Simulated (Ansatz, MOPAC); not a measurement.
Gas-phase reaction in SMILES: CNC [N-methylmethanamine] -> C[N]C + H atom (the H-N bond breaks)

Wanted: bond dissociation energy (enthalpy at 298 K), in kcal/mol. Conventions: no spin-orbit coupling; valence correlation only; UHF or UKS for open shells; non-relativistic; dispersion terms only where a functional's name holds one. CBS marks a two-point X^-3 extrapolation of the correlation energy; Hartree-Fock from the larger set. The bracket is a focal-point correction in the basis named. First-principles rows: single points at B3LYP-D3(BJ) geometries (Ansatz, a quantum-chemistry and plane-wave program), with unscaled harmonic terms from B3LYP/6-31G* at its own minima. Semi-empirical rows: MOPAC heats of formation at their own minima for 298 K.

| species | coefficient | E at B3LYP/STO-3G (Ansatz), Eh | E at PBE/def2-TZVPD (Ansatz), Eh | H(298 K) - E, kcal/mol | heat of formation at MNDO (MOPAC), kcal/mol |
|---|---|---|---|---|---|
| CNC | -1 | -133.48083 | -135.02771 | 61.69 | -6.68 |
| C[N]C | +1 | -132.83350 | -134.37476 | 52.29 | 24.98 |
| H atom | +1 | -0.46753 | -0.49962 | 1.48 | 52.10 |

Coupled cluster (Ansatz) is a level with limits of its own, used here on species with T1 under 0.025 (0.045 for open shells) and stable references: RI-MP2/CBS(cc-pVTZ,cc-pVQZ)+[CCSD(T)-MP2]/cc-pVTZ. Value to compare with, RI-MP2/CBS(cc-pVTZ,cc-pVQZ)+[CCSD(T)-MP2]/cc-pVTZ (Ansatz): 94.8 kcal/mol. 1 Eh = 627.5095 kcal/mol.

**Question.** Work the quantity out at each level, and compare with RI-MP2/CBS(cc-pVTZ,cc-pVQZ)+[CCSD(T)-MP2]/cc-pVTZ (Ansatz).

**Answer.** 
- B3LYP/STO-3G: the sum of coefficient times E is 0.17980 Eh, or 112.83 kcal/mol; the thermal terms add -7.92. Result: 104.9 kcal/mol. Its difference against RI-MP2/CBS(cc-pVTZ,cc-pVQZ)+[CCSD(T)-MP2]/cc-pVTZ (Ansatz) is 10.1 kcal/mol.
- PBE/def2-TZVPD: the sum of coefficient times E is 0.15333 Eh, or 96.22 kcal/mol; the thermal terms add -7.92. Result: 88.3 kcal/mol. Its difference against RI-MP2/CBS(cc-pVTZ,cc-pVQZ)+[CCSD(T)-MP2]/cc-pVTZ (Ansatz) is -6.5 kcal/mol.
- MNDO: the sum of coefficient times heat of formation is 83.76 kcal/mol; it needs no thermal term. Its difference against RI-MP2/CBS(cc-pVTZ,cc-pVQZ)+[CCSD(T)-MP2]/cc-pVTZ (Ansatz) is -11.0 kcal/mol.
